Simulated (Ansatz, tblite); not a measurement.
Removing an electron: SiH2MeF (CH5FSi). The state is a singlet with charge 0. Geometry: PBE-D4/def2-TZVP. Ansatz, gas phase; energy differences of separate SCF runs; the oxidised species was run as a doublet alone.

Cartesian coordinates in Å:
```
Si -0.758 0.016 0.435
H -1.018 1.345 1.069
H -0.844 -1.061 1.468
C 0.883 -0.010 -0.449
H 1.699 0.204 0.260
H 0.913 0.750 -1.243
H 1.073 -0.994 -0.902
F -1.948 -0.249 -0.638
```

The xTB rows come from tblite. Correlated methods freeze 7 core orbitals.

```json
{"level": "GFN1-xTB", "−HOMO (eV)": "12.10", "vertical IE (eV)": "15.29", "−LUMO (eV)": "4.75", "HOMO–LUMO gap (eV)": "7.35"}
{"level": "GFN2-xTB", "−HOMO (eV)": "11.36", "vertical IE (eV)": "14.69", "−LUMO (eV)": "4.81", "HOMO–LUMO gap (eV)": "6.55"}
{"level": "HF/def2-TZVPP", "−HOMO (eV)": "–", "vertical IE (eV)": "11.08", "−LUMO (eV)": "–", "HOMO–LUMO gap (eV)": "–"}
{"level": "r2SCAN-D4/def2-TZVP", "−HOMO (eV)": "8.17", "vertical IE (eV)": "11.40", "−LUMO (eV)": "-0.04", "HOMO–LUMO gap (eV)": "8.21"}
{"level": "PBE0-D4/def2-TZVP", "−HOMO (eV)": "9.24", "vertical IE (eV)": "11.58", "−LUMO (eV)": "-0.45", "HOMO–LUMO gap (eV)": "9.69"}
{"level": "MP2/def2-TZVPP", "−HOMO (eV)": "–", "vertical IE (eV)": "11.99", "−LUMO (eV)": "–", "HOMO–LUMO gap (eV)": "–"}
{"level": "CCSD/def2-TZVPP", "−HOMO (eV)": "–", "vertical IE (eV)": "11.86", "−LUMO (eV)": "–", "HOMO–LUMO gap (eV)": "–"}
{"level": "CCSD(T)/def2-TZVPP", "−HOMO (eV)": "–", "vertical IE (eV)": "11.86", "−LUMO (eV)": "–", "HOMO–LUMO gap (eV)": "–"}
```

Run but left out: PBE-D4/def2-TZVP (charge +1 doublet: an occupied level 0.19 eV above an empty one).  Raw xTB energy differences between charge states are shifted by several eV; the methods need an empirical correction for them.
